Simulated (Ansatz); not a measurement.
Ansatz (a first-principles code) input for pyrazine (C₄H₄N₂), SMILES c1cnccn1, PBE/def2-SVPD. The structure is a stationary point at PBE0-D3(BJ)/def2-SVP.

Ansatz 0.2 input:
```yaml
crystal:
  periodic: [false, false, false]
  atoms:
    - {symbol: C, position_ang: [0.00000000, -1.12973847, -0.69834677]}
    - {symbol: C, position_ang: [0.00000000, -1.12973855, 0.69834666]}
    - {symbol: N, position_ang: [-0.00000000, -0.00000008, 1.39910559]}
    - {symbol: C, position_ang: [-0.00000000, 1.12973847, 0.69834677]}
    - {symbol: C, position_ang: [-0.00000000, 1.12973855, -0.69834666]}
    - {symbol: N, position_ang: [0.00000000, 0.00000008, -1.39910559]}
    - {symbol: H, position_ang: [-0.00000001, -2.07169355, -1.25832438]}
    - {symbol: H, position_ang: [0.00000000, -2.07169370, 1.25832415]}
    - {symbol: H, position_ang: [0.00000001, 2.07169355, 1.25832438]}
    - {symbol: H, position_ang: [-0.00000000, 2.07169370, -1.25832415]}
basis:
  gaussian:
    orbitals: def2-SVPD
hamiltonian:
  xc: {name: PBE}
```

Output:

```
WARN ansatz: RAYON_NUM_THREADS=1 ignored (pool sized by the plan → 1); use --threads N
Functional definition: PBE
integrals: 0.07 GiB planned
1282 factors; their error is unknown
mean field: 0.58 GiB planned
mean field evaluation 1: about -7172.1244 eV, gradient 5.1e1 eV
mean field evaluation 2: about -7164.9972 eV, gradient 7.5e1 eV
mean field evaluation 4: about -7178.9207 eV, gradient 6.6e0 eV
mean field evaluation 8: about -7179.0188 eV, gradient 7.8e-3 eV
mean field evaluation 16: about -7178.9217 eV, gradient 8.2e-5 eV
mean field -7178.92169613 eV, -263.8205062850 hartree, gradient 9.0e-6 eV, S^2 0.000000; 0 other end points of the search recorded, 0 dependent functions left out
reference -7178.92173585 eV, -263.8205077445 hartree; 21, 21 occupied and 131, 131 virtual orbitals, 1282 factors
Total energy: -7178.92173585 eV, -263.8205077445 hartree
```

Self-consistency was reached.

Cost: around 5 core-seconds (rough).
